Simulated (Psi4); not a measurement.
Process, species as SMILES: CO (CH3-OH) + [H][H] (H2) → C (CH4) + O (H2O)
B3LYP-D3(BJ)/def2-TZVP geometries, fixed; electronic energies without zero-point terms.
Largest species:
```
C
H 1 1.0891
H 1 1.0957 2 108.34
H 1 1.0957 2 108.34 3 -117.92
O 1 1.4207 2 106.80 3 121.04
H 5 0.9621 1 108.72 2 -180.00
```

Effect of the integral screening threshold at M06-2X/aug-cc-pVTZ with Psi4, against the last row, where the energy of full hydrogenation is -28.37 kcal/mol.

```csv
setting,largest shift of a total energy (mEh),shift of the energy of full hydrogenation (kcal/mol)
ints_tolerance: 1e-6,0.000,0.000
ints_tolerance: 1e-8,0.000,0.000
ints_tolerance: 1e-10,0.000,0.000
ints_tolerance: 1e-14,0.000,0.000
```

Within 0.02 kcal/mol in the energy of full hydrogenation: ints_tolerance: 1e-6; ints_tolerance: 1e-8; ints_tolerance: 1e-10. The largest shift is 0.000 mEh in a total energy and 0.000 kcal/mol in the difference.
